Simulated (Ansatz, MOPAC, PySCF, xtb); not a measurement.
Scan of Cl4Si, singlet: flattening of a tetrahedron along the D2d path, bond length relaxed. Scanned: the two opposite Cl-Si-Cl angles (109.47 = tetrahedral, 180 = square planar). Other coordinates (Si-Cl bond length) were minimised at B3LYP/def2-TZVP.

Computed with: CAM-B3LYP/def2-TZVP, density fitting (PySCF); GFN1-xTB (xtb); PM3, restricted, heats of formation (MOPAC); RKS-PBE/def2-TZVP = restricted PBE/def2-TZVP (Ansatz, a first-principles code).

Energies relative to the lowest point of each profile, in mEh:

| a / ° | CAM-B3LYP | GFN1-xTB | PM3 |
|---|---|---|---|
| 90 | 31.5 | 29.9 | 15.8 |
| 95 | 16.1 | 15.3 | 8.1 |
| 100 | 6.4 | 6.1 | 3.3 |
| 105 | 1.3 | 1.3 | 0.7 |
| 109.47 | 0.0 | 0.0 | 0.0 |
| 115 | 1.8 | 1.7 | 1.0 |
| 130 | 21.1 | 18.8 | 11.8 |
| 140 | 41.2 | 36.0 | 24.0 |
| 150 | 63.2 | 54.1 | 38.1 |
| 160 | 83.4 | 69.9 | 51.9 |
| 170 | 97.8 | 80.9 | 62.4 |
| 180 | 103.1 | 84.8 | 66.3 |

### Question
Estimate the RKS-PBE/def2-TZVP values at these points.

### Answer
90: 28.5; 95: 14.6; 100: 5.8; 105: 1.2; 109.47: 0.0; 115: 1.6; 130: 19.0; 140: 36.9; 150: 56.4; 160: 74.0; 170: 86.4; 180: 90.9 (mEh).
